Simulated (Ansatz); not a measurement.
**C₃H₉OP: a ladder of functionals and wavefunction methods**

An exercise on one series of results from a longer session: the logs are not shown, and one member is left open.

Method: functionals in def2-TZVPP, the program's frozen cores in correlated methods; program: Ansatz 0.2.0, Gaussian basis.

Plan: LDA (SPW92), PBE-D4, revPBE-D4, BLYP-D4, r2SCAN-D4, B97M-V, PBE0-D4, B3LYP-D4, r2SCANh-D4, r2SCAN0-D4, HSE06-D4, BHLYP-D4, CAM-B3LYP-D4, LC-ωPBE, ωB97X-V, ωB97M-V, B2PLYP, PBE-QIDH; CCSD(T)/def2-SVP; CCSD(T)/def2-TZVPP; MP2/def2-QZVPP; extrapolation to the limit; RPA on PBE.

## The geometry

All runs share one geometry, relaxed beforehand with PBE0-D4 in a triple-zeta def2 set.

14 atoms, charge 0, spin multiplicity 1.

Atoms are counted from 1 here; the program's logs count them from 0.

Bond lengths: C1–P2 1.808 Å, C1–H6 1.091 Å, C1–H7 1.092 Å, C1–H8 1.091 Å, P2–C3 1.808 Å, P2–C4 1.808 Å, P2–O5 1.479 Å, C3–H9 1.091 Å, C3–H10 1.091 Å, C3–H11 1.092 Å, C4–H12 1.092 Å, C4–H13 1.091 Å, C4–H14 1.091 Å. Angles: P2–C1–H6 108.8°, P2–C1–H7 112.1°, P2–C1–H8 108.8°, H6–C1–H7 109.4°, H6–C1–H8 108.3°, H7–C1–H8 109.4°, C1–P2–C3 104.8°, C1–P2–C4 104.8°, C1–P2–O5 113.8°, C3–P2–C4 104.8°, C3–P2–O5 113.8°, C4–P2–O5 113.8°, P2–C3–H9 108.8°, P2–C3–H10 108.8°, P2–C3–H11 112.1°, H9–C3–H10 108.3°, H9–C3–H11 109.4°, H10–C3–H11 109.4° and more.

Set-up of the first run:

in.yaml

```yaml
crystal:
  periodic: [false, false, false]
  atoms:
    - {symbol: C, position_ang: [-1.560186, 0.537903, 0.164438]}
    - {symbol: P, position_ang: [0.175805, 0.472417, -0.335207]}
    - {symbol: C, position_ang: [1.094996, 0.292275, 1.210828]}
    - {symbol: C, position_ang: [0.356821, -1.121392, -1.168630]}
    - {symbol: O, position_ang: [0.605444, 1.626970, -1.154434]}
    - {symbol: H, position_ang: [-1.726260, 1.450162, 0.740141]}
    - {symbol: H, position_ang: [-1.846665, -0.327282, 0.765603]}
    - {symbol: H, position_ang: [-2.182448, 0.578832, -0.731298]}
    - {symbol: H, position_ang: [0.971691, 1.201999, 1.801106]}
    - {symbol: H, position_ang: [2.154841, 0.174642, 0.978191]}
    - {symbol: H, position_ang: [0.754184, -0.566366, 1.792722]}
    - {symbol: H, position_ang: [0.032993, -1.952413, -0.538903]}
    - {symbol: H, position_ang: [1.405018, -1.259257, -1.439750]}
    - {symbol: H, position_ang: [-0.236226, -1.108503, -2.084797]}
basis:
  gaussian: {orbitals: def2-TZVPP}
hamiltonian: {xc: lda}
output: {orbitals: {seedname: orbitals}}
```

Launch:

```sh
ansatz run in.yaml --threads 4 --pin off --events-out ev --progress --plain --max-ram 10444MiB
```

Steps of the session up to this table: LDA; PBE-D4 (GGA); revPBE-D4 (GGA); BLYP-D4 (GGA); r2SCAN-D4 (meta-GGA); B97M-V (meta-GGA); B3LYP-D4 (hybrid); r2SCANh-D4 (hybrid); r2SCAN0-D4 (hybrid); HSE06-D4 (hybrid); BHLYP-D4 (hybrid); CAM-B3LYP-D4 (range-separated); LC-ωPBE (range-separated); ωB97X-V (range-separated); ωB97M-V (range-separated); B2PLYP (double hybrid); PBE-QIDH (double hybrid).

One table of the session follows, with a row left open; its other results are not shown here.

It belongs to the step «Frontier levels by functional». 

```
  functional  HOMO (eV)  LUMO (eV)  gap (eV)
 LDA (SPW92)      -6.20      -0.23      5.97
      PBE-D4      -6.02      -0.07      5.95
   revPBE-D4      -5.95       0.03      5.97
     BLYP-D4      -5.91      -0.08      5.83
   r2SCAN-D4      -6.31       0.68      7.00
      B97M-V      -6.40       0.06      6.45
     PBE0-D4      -7.50       0.70      8.20
    B3LYP-D4      -7.26       0.37      7.63
  r2SCANh-D4      -6.87       0.91      7.78
  r2SCAN0-D4      -7.72       1.21      8.93
    HSE06-D4      -7.10       0.34      7.43
    BHLYP-D4      -8.93       1.26     10.18
CAM-B3LYP-D4          ?          ?         ?
     LC-ωPBE     -10.27       2.75     13.02
     ωB97X-V      -9.94       2.51     12.45
     ωB97M-V      -9.88       2.09     11.97
```

Estimate the missing values for CAM-B3LYP-D4.

As computed: HOMO (eV): -8.94; LUMO (eV): 1.43; gap (eV): 10.37. In the column «HOMO (eV)» it lies between ωB97M-V (-9.88) and BHLYP-D4 (-8.93).
